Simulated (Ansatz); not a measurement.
**SiH₂S₂ (SMILES S=[SiH]S): one structure at several levels**

An exercise on one series of results from a longer session: the logs are not shown, and one member is left open.

Method: single points in def2-TZVPP; program: Ansatz 0.2.0, Gaussian basis.

Cores are frozen in the correlated methods.

### The system as given

SMILES `S=[SiH]S`, 5 atoms, charge 0, spin multiplicity 1.

Atoms are counted from 1 here; the program's logs count them from 0.

Bond lengths: S1–Si2 1.960 Å, Si2–S3 2.227 Å, Si2–H4 1.596 Å, S3–H5 1.325 Å. Angles: S1–Si2–S3 121.8°, S1–Si2–H4 133.3°, S3–Si2–H4 102.7°, Si2–S3–H5 88.5°.

Geometry (Å):

```xyz
5
H2S2Si
S    -1.87617    0.68820    0.81638
Si   -0.58237   -0.37329   -0.20433
S     1.59922    0.07153   -0.15416
H    -0.71289   -1.34208   -1.46547
H     1.34444    1.05562    0.69559
```

Set-up of the first run:

run/in.yaml

```yaml
crystal:
  periodic: [false, false, false]
  atoms:
    - {symbol: S, position_ang: [-1.876169, 0.688200, 0.816379]}
    - {symbol: Si, position_ang: [-0.582374, -0.373292, -0.204327]}
    - {symbol: S, position_ang: [1.599224, 0.071527, -0.154156]}
    - {symbol: H, position_ang: [-0.712893, -1.342083, -1.465466]}
    - {symbol: H, position_ang: [1.344445, 1.055618, 0.695589]}
basis:
  gaussian: {orbitals: def2-TZVPP}
hamiltonian: {xc: pbe, dispersion: d4}
output: {forces: true}
```

Run with:

```
> ansatz run in.yaml --threads 2 --pin off --events-out ev --progress --plain --max-ram 3481MiB
```

Among the steps run: PBE-D4/def2-TZVPP; r2SCAN-D4/def2-TZVPP; PBE0-D4/def2-TZVPP; wB97M-V/def2-TZVPP; CCSD(T)/def2-TZVPP.

One of the session's tables, all rows but one given; the rest of the session is left out.

```
   method  RMS force component (eV/Å)  angle to CCSD(T) forces (°)  dipole (D)
   PBE-D4                       0.756                         12.4        1.63
r2SCAN-D4                           ?                            ?           ?
  PBE0-D4                       0.822                          8.6        1.79
  wB97M-V                       0.857                         10.4        1.84
  CCSD(T)                       0.831                    reference        1.66
```

**Question.** Estimate the row for r2SCAN-D4.

As computed: RMS force component (eV/Å): 0.793; angle to CCSD(T) forces (°): 5.7; dipole (D): 1.74. In the column «RMS force component (eV/Å)» it lies between PBE-D4 (0.756) and PBE0-D4 (0.822).

Limits of these values: CCSD(T) in triple zeta still lacks some correlation energy of the bonds, so part of these gaps is its own basis error and they don't rank the functionals.
